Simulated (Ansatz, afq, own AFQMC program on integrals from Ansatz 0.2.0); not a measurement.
## PtN₂, triplet → PtN2, singlet

```xyz
3

Pt    0.0000    0.0180    1.7500
N     0.0000   -0.1211   -0.3381
N     0.0000    0.1031   -1.4119
```

Connectivity, by distances: Pt–N–N.

E(singlet, charge +0) − E(triplet, charge +0) at this geometry, on UHF and RHF determinants.

Basis def2-SVP with its core potentials. Only valence electrons are correlated. Integrals, coupled cluster, full CI and functionals: Ansatz 0.2.0; the random walks run on the same integrals in our own AFQMC program. ph-AFQMC/CISD is guided by a CISD state made of CCSD amplitudes; releasing the constraint for a short imaginary time cuts its bias at the price of noise, slowly where states lie close. Uncertainties: one standard error, sampling alone. No spin–orbit coupling. The metal's outer-core s and p shells are frozen, which shifts wave-function levels against functionals. The errors of all members are added in quadrature.

No full CI on the walks' own integrals is used here; CCSDT(Q) serves as the reference and is uncertain by about the last step of the cluster series. Each member takes its own surest rung, up to full CI.

Errors are counted within def2-SVP, not against nature.

Cautions: no spin-orbit coupling; outer-core shells of the metal frozen; PtN₂ (triplet): another spin lies lower, the released energies get too noisy after the second time (errors over twice the walk's own, or jumping), so no released level is given (meV from the phaseless value at times in 1/Eh: -3 ± 6 at 0.24, -10 ± 7 at 0.60, -42 ± 20 at 1.20, -44 ± 13 at 1.80, -27 ± 27 at 2.60), its ph-AFQMC/CISD value lies 30 ± 6 meV above CCSDT(Q); PtN₂ (singlet): restricted determinant unstable towards unrestricted (UHF 105 meV lower, ⟨S²⟩ 0.57).

```json
{"level": "CCSD", "vertical spin gap (eV)": "-0.733"}
{"level": "MP2", "vertical spin gap (eV)": "-0.982"}
```

Q: From these cheaper values, estimate the vertical spin gap at the reference level in def2-SVP.

A: -0.850 eV (CCSDT(Q) in def2-SVP).

```
        level  vertical spin gap (eV)  error against CCSDT(Q) (eV)
           HF                   0.061                        0.911
      CCSD(T)                  -0.840                        0.009
        CCSDT                  -0.851                       -0.001
ph-AFQMC/CISD          -0.897 ± 0.014               -0.048 ± 0.014
```

Correlation beyond CCSD(T) takes off 0.009 eV. The perturbative (T) step is worth −0.107 eV.

A walk keeps the symmetry of its determinant, which the program's search chose and which needn't be the lowest solution, so a lower state of the same spin and another symmetry isn't excluded.
